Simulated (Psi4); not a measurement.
**H3PO (SMILES O=[PH3]) at HF/def2-TZVPP**

What is the vertical singlet–triplet gap of H3PO at HF/def2-TZVPP? 

The calculation is run with Psi4 1.11.

1 further run of the same task is left out (set aside as unsound or not needed).

### 1 The structure to begin with

H3PO: 5 atoms, total charge 0, spin state singlet. As SMILES, `O=[PH3]`. Geometry: relaxed at GFN2-xTB.

Bond lengths: O1–P2 1.453 Å, P2–H3 1.388 Å, P2–H4 1.387 Å, P2–H5 1.387 Å. Angles: O1–P2–H3 115.2°, O1–P2–H4 115.3°, O1–P2–H5 115.2°, H3–P2–H4 103.2°, H3–P2–H5 103.0°, H4–P2–H5 103.2°.

### 2 A single-point energy at HF/def2-TZVPP

job.inp

```
memory 1600 mb

molecule {
  0 1
  O
  P 1 1.452724
  H 2 1.387694 1 115.22991
  H 2 1.387011 3 103.23435 1 -126.53215
  H 2 1.386969 4 103.15772 3 107.00898
  symmetry c1
  no_reorient
  no_com
}

set basis def2-TZVPP
set reference rhf
set puream true
set e_convergence 1e-09
set d_convergence 1e-08
set scf_type pk

e, wfn = energy('hf', return_wfn=True)
oeprop(wfn, 'LOWDIN_CHARGES', 'QUADRUPOLE', 'WIBERG_LOWDIN_INDICES', title='HF')
```

On the command line:

```bash
$ psi4 -i job.inp -o job.out -n 1
```

job.out:

```text
[...]
  Running in c1 symmetry.
[...]
  Nuclear repulsion =   66.902987490179726
[...]
  Multiplicity = 1
[...]
  Nalpha       = 13
  Nbeta        = 13
[...]
    Number of basis functions: 115
[...]
   @RHF iter   1:  -417.24598962694108   -1.70312e-01   5.00206e-03 DIIS/ADIIS
[...]
   @RHF iter  10:  -417.39768900939384   -6.74163e-11   9.04753e-09 DIIS
[...]
    Orbital Energies [Eh]
    ---------------------
    Doubly Occupied:
       1A    -80.016893     2A    -20.500157     3A     -7.554430
       4A     -5.451148     5A     -5.451142     6A     -5.450421
       7A     -1.308791     8A     -0.862570     9A     -0.616579
      10A     -0.616187    11A     -0.563753    12A     -0.447881
      13A     -0.447762
[...]
  @RHF Final Energy:  -417.39768900939384
   => Energetics <=
    Nuclear Repulsion Energy =             66.9029874901797257
    One-Electron Energy =                -710.0259275227454054
    Two-Electron Energy =                 225.7252510231718361
    Total Energy =                       -417.3976890093938437
[...]
 Multipole Moments:
 ------------------------------------------------------------------------------------
     Multipole            Electronic (a.u.)      Nuclear  (a.u.)        Total (a.u.)
 ------------------------------------------------------------------------------------
 L = 1.  Multiply by 2.5417464519 to convert [e a0] to [Debye]
 Dipole X            :          0.0041991           -0.0031595            0.0010397
 Dipole Y            :          0.0019838           -0.0014144            0.0005695
 Dipole Z            :         -0.8425391            2.4705984            1.6280593
 Magnitude           :                                                    1.6280598
 L = 2.  Multiply by 1.3450342976 to convert [e a0^2] to [Debye ang]
 Quadrupole XX       :        -22.3077212            8.4335527          -13.8741685
 Quadrupole XY       :         -0.0126134            0.0151140            0.0025007
[...]
```

Wall time 3.6 s (1 thread of Intel Xeon 6975P-C (Granite Rapids), shared host); peak memory 0.53 GiB.

### 3 The triplet: energy and gradient at UHF/def2-TZVPP

input.json

```json
{
 "schema_name": "qcschema_input",
 "schema_version": 1,
 "molecule": {
  "schema_name": "qcschema_molecule",
  "schema_version": 2,
  "symbols": ["O", "P", "H", "H", "H"],
  "geometry": [-2.61152592, -0.62034039, 1.00712954, -0.11056788, -0.02768449, 0.04257553, 1.52512237, 1.0674307, 1.77520872, 1.25413564, -2.075524, -0.85961752, -0.05716422, 1.65611818, -1.96529627],
  "molecular_charge": 0,
  "molecular_multiplicity": 3,
  "fix_symmetry": "c1",
  "fix_com": true,
  "fix_orientation": true
 },
 "driver": "gradient",
 "model": {
  "method": "scf",
  "basis": "def2-TZVPP"
 },
 "keywords": {
  "reference": "uhf",
  "puream": true,
  "e_convergence": 1e-09,
  "d_convergence": 1e-08,
  "scf_type": "pk",
  "maxiter": 200,
  "scf_properties": ["QUADRUPOLE", "DIPOLE", "LOWDIN_CHARGES"]
 }
}
```

On the command line:

```bash
$ psi4 --qcschema input.json -n 1 --memory 1600MB
```

stdout, shortened:

```text
[...]
                   'protocols': {'error_correction': {'default_policy': True, 'policies': None},
                                 'native_files': 'none',
[...]
  Running in c1 symmetry.
[...]
  Nuclear repulsion =   66.903001442541282
[...]
  Multiplicity = 3
[...]
  Nalpha       = 14
  Nbeta        = 12
[...]
    Number of basis functions: 115
[...]
   @UHF iter   1:  -416.99450176071332    8.11759e-02   4.20897e-03 ADIIS/DIIS
[...]
   @UHF iter  19:  -417.18272083332630   -3.81419e-11   7.01087e-09 DIIS
[...]
   @S^2 Observed:                2.009489271E+00
[...]
  @UHF Final Energy:  -417.18272083332630
   => Energetics <=
    Nuclear Repulsion Energy =             66.9030014425412816
    One-Electron Energy =                -708.6660472911747775
    Two-Electron Energy =                 224.5803250153072099
    Total Energy =                       -417.1827208333263002
  UHF NO Occupations:
  HONO-2 :   12  A 1.9977258
  HONO-1 :   13  A 1.0000000
[...]
 Multipole Moments:
 ------------------------------------------------------------------------------------
     Multipole            Electronic (a.u.)      Nuclear  (a.u.)        Total (a.u.)
 ------------------------------------------------------------------------------------
 L = 1.  Multiply by 2.5417464519 to convert [e a0] to [Debye]
 Dipole X            :         20.0763986          -19.8286318            0.2477668
 Dipole Y            :          4.8631137           -4.7299656            0.1331481
 Dipole Z            :         -7.7392760            7.6459642           -0.0933118
 Magnitude           :                                                    0.2963510
 L = 2.  Multiply by 1.3450342976 to convert [e a0^2] to [Debye ang]
 Quadrupole XX       :        -76.7447557           58.6460421          -18.0987137
 Quadrupole XY       :        -12.5152125           11.9364984           -0.5787141
[...]
  -Total Gradient:
     Atom            X                  Y                   Z
    ------   -----------------  -----------------  -----------------
       1        0.176005703504     0.032751120278    -0.068110077161
       2       -0.207868523262    -0.035697972654     0.080190565599
       3        0.011894778963     0.001839774655    -0.006350166927
       4        0.005660305561     0.000042950181    -0.002368649299
       5        0.014307735233     0.001064127540    -0.003361672213
[...]
```

The result, in JSON:

```text
{
 "driver": "gradient",
 "model": {
  "method": "scf",
  "basis": "def2-TZVPP"
 },
 "success": true,
 "return_result": [0.1760057035044023, 0.032751120278334975, -0.06811007716061071, -0.20786852326157296, -0.035697972654114424, 0.08019056559911437, 0.011894778963336544, 0.001839774654845458, -0.00635016692739182, 0.005660305560542561, 4.29501812980182e-05, -0.002368649298506484, 0.014307735233347135, 0.0010641275395793792, -0.003361672212584349],
 "properties": {
  "calcinfo_nbasis": 115,
  "calcinfo_nmo": 115,
  "calcinfo_nalpha": 14,
  "calcinfo_nbeta": 12,
  "calcinfo_natom": 5,
  "nuclear_repulsion_energy": 66.90300144254128,
  "return_energy": -417.1827208333263,
  "return_gradient": [0.1760057035044023, 0.032751120278334975, -0.06811007716061071, -0.20786852326157296, -0.035697972654114424, 0.08019056559911437, 0.011894778963336544, 0.001839774654845458, -0.00635016692739182, 0.005660305560542561, 4.29501812980182e-05, -0.002368649298506484, 0.014307735233347135, 0.0010641275395793792, -0.003361672212584349],
  "scf_one_electron_energy": -708.6660472911748,
  "scf_two_electron_energy": 224.5803250153072,
  "scf_dipole_moment": [0.2477668322311537, 0.13314807830274678, -0.09331184624266964],
  "scf_total_energy": -417.1827208333263,
  "scf_total_gradient": [0.1760057035044023, 0.032751120278334975, -0.06811007716061071, -0.20786852326157296, -0.035697972654114424, 0.08019056559911437, 0.011894778963336544, 0.001839774654845458, -0.00635016692739182, 0.005660305560542561, 4.29501812980182e-05, -0.002368649298506484, 0.014307735233347135, 0.0010641275395793792, -0.003361672212584349],
  "scf_iterations": 19
 }
}
```

It took 9 s on 1 thread of Intel Xeon 6975P-C (Granite Rapids), shared host; peak memory 0.53 GiB.

### 4 What came out

Level: HF/def2-TZVPP.

| quantity | value |
| --- | --- |
| singlet: total energy | -417.39769 Eh |
| singlet: dipole moment | 4.14 D |
| singlet: HOMO energy | -12.18 eV |
| singlet: LUMO energy | 3.40 eV |
| singlet: HOMO–LUMO gap | 15.59 eV |
| triplet: total energy | -417.18272 Eh |
| triplet: dipole moment | 0.75 D |
| triplet: HOMO energy (highest over α and β) | -4.12 eV |
| triplet: LUMO energy (lowest over α and β) | -0.25 eV |
| triplet: ⟨S²⟩ | 2.009 |
| triplet: largest force on an atom | 11.603 eV/Å |
| vertical energy of the triplet above the singlet | 5.850 eV |

At this shape the triplet lies 5.85 eV (564 kJ/mol) above the singlet.
